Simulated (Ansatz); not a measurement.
This Ansatz (a program for electronic structure) input (B2PLYP/6-31G**) gives -499.89433 Eh with 49 basis functions. A basis named .json is the Basis Set Exchange file of that set (core-valence sets with the plain set on hydrogen).

Ansatz 0.2 input:
```yaml
crystal:
  periodic: [false, false, false]
  atoms:
    - {symbol: C, position_ang: [0.00819413, 0.01326082, -1.13371283]}
    - {symbol: Cl, position_ang: [-0.00477402, -0.00772595, 0.66051769]}
    - {symbol: H, position_ang: [0.01747178, 1.04777215, -1.46340501]}
    - {symbol: H, position_ang: [0.89974992, -0.50396843, -1.47517859]}
    - {symbol: H, position_ang: [-0.88522815, -0.49202752, -1.48794019]}
basis:
  gaussian:
    orbitals: 6-31G__.json
hamiltonian:
  xc: {name: B2PLYP}
magnetization: {spin_polarized: false}
correlation: {electrons: outside_noble_gas}
```

Change:
```diff
- orbitals: 6-31G__.json
+ orbitals: pcseg-1.json
```

### Question
What does the run give now?

### Answer
-499.87749 Eh (B2PLYP/pcseg-1, 47 functions), a change of +16.84 mEh.
